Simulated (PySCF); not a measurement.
## Which basis set comes closest?

Molecule: `P(F)(F)F`, F₃P.

Atom-mapped SMILES (the numbers label the heavy atoms): `[F:1][P:2]([F:3])[F:4]`.

Geometry PBE0-D3(BJ)/def2-SVP throughout; GIAO in PySCF 2.14, gas phase, one conformer, non-relativistic; equivalent atoms averaged; functional PBE0.

Reference values (CCSD(T)/pcSseg-4; gas (isolated, no vibration); G. L. Stoychev, PhD thesis, Univ. Bonn 2021 (Stoychev, Auer, Izsak, Neese, JCTC 2018, 14, 619)): σ(F1/F3/F4) = 231.8 ppm, σ(P2) = 224.8 ppm.

Question: How do the basis sets STO-3G, 6-31G, 6-31G*, def2-SVP, 6-311+G(2d,p), def2-TZVP perform against the reference? Times are CPU seconds on 1 thread of an Arm Neoverse V1, shared host.

Answer: 
```tsv
basis set	functions	F1/F3/F4	P2	abs. error F	abs. error P	core-s
STO-3G	24	422.8	360.0	191.0	135.2	0.87
6-31G	40	217.1	217.4	14.7	7.4	1.6
6-31G*	60	215.0	243.9	16.8	19.1	2
def2-SVP	60	221.2	255.3	10.6	30.5	1.8
6-311+G(2d,p)	116	202.8	169.4	29.0	55.4	4
def2-TZVP	130	196.8	154.5	35.0	70.3	4.7
```

For $^{19}$F the closest is def2-SVP (10.6 ppm) and the furthest STO-3G (191.0 ppm).

For $^{31}$P the closest is 6-31G (7.4 ppm) and the furthest STO-3G (135.2 ppm). Where a smaller basis beats a larger one, errors probably cancel. One molecule is a small sample, and the reference may use another geometry.

A small basis that lands close on one nucleus may do so by chance; judge by the trend and by all nuclei.
